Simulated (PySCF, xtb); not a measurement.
C₃H₄, SMILES C(=C)=C.

Harmonic wavenumbers (cm⁻¹) from GFN2-xTB (xtb 6.7.1) at its own minimum, in rising order: 324, 324, 829, 829, 848, 977, 977, 1161, 1371, 1445, 2105, 3078, 3078, 3085, 3085.

**Question.** What does PySCF with PBE-D3(BJ)/def2-TZVP give at its own minimum? (Estimate from the structure and the level; the computed values follow.)

**Answer.** 360, 360, 820, 820, 859, 976, 976, 1087, 1371, 1428, 2001, 3059, 3063, 3133, 3133. Paired by order, the mean absolute difference is 28 cm⁻¹ and the zero-point energies are 33.6 and 33.5 kcal/mol.
